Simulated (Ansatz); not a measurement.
**C3H7Cl: which of these isomers lies lowest?**

2 of its isomers, all singlets with charge 0: A = 2-chloropropane `CC(C)Cl`; B = 1-chloropropane `CCCCl`.

Shapes, held fixed at every level: PBE0-D4/def2-TZVP. Flexible molecules stand in one conformer, not always the lowest. Programs: Ansatz 0.2.0.

A:

```xyz
11

C    -0.4882    0.9653   -0.6919
C    -0.0099   -0.4303   -0.3675
C     0.6508   -0.5356    0.9869
Cl   -1.4076   -1.5686   -0.4370
H    -0.9670    1.0024   -1.6707
H    -1.2046    1.3099    0.0568
H     0.3631    1.6522   -0.6959
H     0.6661   -0.7881   -1.1460
H     1.5263    0.1194    1.0189
H    -0.0385   -0.2271    1.7758
H     0.9748   -1.5564    1.1912
```

B:

```xyz
11

C    -0.8114    1.0040    0.0426
C    -0.1363   -0.2468    0.5736
C     0.9732   -0.7681   -0.3105
Cl    0.3677   -1.3197   -1.9018
H    -1.2758    0.8160   -0.9270
H    -1.5880    1.3493    0.7277
H    -0.0905    1.8167   -0.0832
H    -0.8721   -1.0418    0.7266
H     0.3109   -0.0425    1.5540
H     1.4715   -1.6272    0.1367
H     1.7160    0.0032   -0.5181
```

Enthalpies at 298 K in kJ/mol, with harmonic thermal terms from PBE0-D4/def2-TZVP. Measured gas-phase heats of formation: A CRC Handbook of Chemistry and Physics; B CRC Handbook of Chemistry and Physics.

From chemical knowledge, estimate the order of stability.

A < B in rising energy, over a span of 13 kJ/mol, by experiment. All levels agree on that. Absolute errors: CCSD(T)/CBS estimate 0.1; r2SCAN-D4/def2-TZVPP 0.6; CCSD/def2-SVP 0.6; B2PLYP/def2-TZVPP 0.9; PBE-D4/def2-TZVPP 1.2; B3LYP-D4/def2-TZVPP 1.2; BHLYP-D4/def2-TZVPP 1.4 kJ/mol. The CBS estimate extrapolates MP2 from def2-TZVPP and def2-QZVPP and adds CCSD(T) − MP2 in the triple-zeta set, cores frozen.

```json
{"level": "PBE-D4/def2-TZVPP", "kind": "GGA", "B − A": "+11.8"}
{"level": "r2SCAN-D4/def2-TZVPP", "kind": "meta-GGA", "B − A": "+13.6"}
{"level": "B3LYP-D4/def2-TZVPP", "kind": "global hybrid", "B − A": "+11.8"}
{"level": "BHLYP-D4/def2-TZVPP", "kind": "global hybrid", "B − A": "+11.6"}
{"level": "B2PLYP/def2-TZVPP", "kind": "double hybrid", "B − A": "+12.1"}
{"level": "CCSD/def2-SVP", "kind": "coupled cluster or CI", "B − A": "+12.4"}
{"level": "CCSD(T)/CBS estimate", "kind": "coupled cluster or CI", "B − A": "+13.1"}
{"level": "measured", "kind": "experiment", "B − A": "+13.0"}
```
